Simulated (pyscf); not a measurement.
F–Bi(F)–F + NH₃ → H₂N–Bi(F)–F + HF, a four-centre exchange (singlet surface; Bi–F, H–N broken, Bi–N, F–H formed). PySCF, gas phase, ωB97X-D3(BJ)/def2-SVP geometries. Energies in kJ/mol from the separated reactants.

Small-basis levels: PySCF, no dispersion term, spherical d functions. 

Task: In single points B3LYP/LANL2DZ puts the saddle at -30.7 kJ/mol and the reaction energy at +72.5 kJ/mol. Should these be trusted to within a few kcal/mol? Compare with ωB97M-D3(BJ)/def2-TZVP.

Result: ωB97M-D3(BJ)/def2-TZVP gives ΔE‡ = 15.5 kJ/mol and ΔE = +67.1 kJ/mol. B3LYP/LANL2DZ lies 46.3 kJ/mol under it in the barrier and 5.4 kJ/mol over it in the reaction energy, so on this step it does not hold to within 12.6 kJ/mol. ωB97M-D3(BJ)/def2-TZVP has limits of its own. On the reactant side the descent ends in an adduct with a Bi–N contact, 68.0 kJ/mol under the separated species and 73.7 kJ/mol under the saddle at ωB97X-D3(BJ)/def2-TZVP. On the product side the descent ends in a bound adduct, 61.0 kJ/mol under the separated species and 3.9 kJ/mol under the saddle at ωB97X-D3(BJ)/def2-TZVP. At ωB97M-D3(BJ) the saddle lies under the separated products, which points to a path from their complex (located at ωB97X-D3(BJ) alone), and parting the products costs more than the saddle. What is counted as formed (Bi–N) is already present as a longer contact in the reactant adduct; forming that adduct is a step of its own. At ωB97X-D3(BJ)/def2-TZVP the barrier from the zero used here is 5.8 kJ/mol. One saddle was located; it need not be the lowest between these sides. In the def2 sets elements past Kr carry core potentials, without spin-orbit coupling.
